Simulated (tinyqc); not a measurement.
Stretching all distances: RHF, UHF, MP2, CISD and CCSD against full CI in the sto-3g basis, for H2F+, spin multiplicity 1. Computed by the program tinyqc with PySCF. Command: `OMP_NUM_THREADS=1 python tinyqc.py 114479 114480 out.jsonl`; one thread of a shared host (Intel(R) Xeon(R) Processor @ 2.60GHz), about 30 s.

Geometry (angstrom):
```
atom       x        y       z
F     0.0000   0.0000  0.0000
H     0.0000   0.7760  0.4730
H     0.0000  -0.7760  0.4730
```

All coordinates are multiplied by the scale. c0^2 is the weight of the RHF determinant in the lowest singlet FCI state (UHF is spin-contaminated and may lie near states of higher spin) and n(LUMO) the first natural occupation beyond the occupied space.

Full CI energy (hartree) and errors against it (kcal/mol):
```
scale  distance 1-2 (angstrom)     E(FCI)      RHF     UHF     MP2   CISD   CCSD  <S^2> UHF   c0^2  n(LUMO)
0.930                    0.845  -98.84707   19.227  19.227   4.409  0.186  0.113      0.000  0.988    0.013
1.140                    1.036  -98.90263   29.679  29.679   7.694  0.522  0.321      0.000  0.973    0.027
1.340                    1.218  -98.84731   42.871  42.871  12.011  1.228  0.791      0.000  0.945    0.050
1.540                    1.400  -98.76754   59.185  58.140  17.272  2.462  1.676      0.234  0.899    0.089
1.750                    1.590  -98.68619   79.092  53.293  23.293  4.287  3.011      0.949  0.824    0.152
1.960                    1.781  -98.61831  100.377  39.052  29.712  6.187  4.253      1.242  0.716    0.232
2.160                    1.963  -98.56925  119.291  26.840  38.263  6.527  4.337      1.363  0.556    0.316
```

UHF parts from RHF first at scale 1.54 of those listed, where <S^2> leaves zero. The weight c0^2 goes from 0.99 to 0.56 and n(LUMO) from 0.01 to 0.32: static correlation grows as the bonds break into open-shell fragments. The spread of the error along the curve, which distorts its shape, is CCSD 4.2, CISD 6.3, MP2 33.9, UHF 38.9, RHF 100.1 kcal/mol. The table stops here: at scale 2.36 and beyond, the reference weight falls under 0.45 or RHF, UHF or CCSD hop between solutions, so those rows were left out and the spreads given cover only the rows shown. As computed, partly on other solutions, the errors there reach in size RHF 145, UHF 18, MP2 43, CISD 5, CCSD 3 kcal/mol.
